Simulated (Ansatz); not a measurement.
2H MoTe2 was calculated with PBE (PAW; Ansatz, a first-principles code).

Numerical settings: plane-wave cutoff 520 eV, 12×12×4 k mesh (along the axes of the cell as run), Fermi–Dirac smearing 0.01 eV, no spin polarisation, scalar-relativistic PAW data made under PBE.

Cell (measured lattice):

Space group P6₃/mmc (No. 194); a = b = 3.518 Å, c = 13.974 Å, α = β = 90.00°, γ = 120.00°

```csv
atom,site,symmetry,x,y,z
Te,4f,3m.,0.6667,0.3333,0.1210
Mo,2c,-6m2,0.3333,0.6667,0.2500
```

Problem. Estimate the band gap, smallest direct gap on the k points sampled and direct gap at Γ that the calculation returns.

Solution. 
- band gap: 0.71 eV
- smallest direct gap on the k points sampled: 1.04 eV
- direct gap at Γ: 2.90 eV

Measured, for comparison: band gap 1.06 ± 0.01 eV (4 K, zero-point motion not removed, indirect, absorption from ellipsometry, single crystal; as tabulated in Gulo et al. (2023), doi:10.1103/physrevmaterials.7.044001).

Note: cell and atoms aren't relaxed at this level (largest force component 0.17 eV/Å, pressure 2.9 GPa).

Spin–orbit coupling is not included; with these elements it can move the gap by several tenths of an eV or more.

Computed values are for the static lattice.
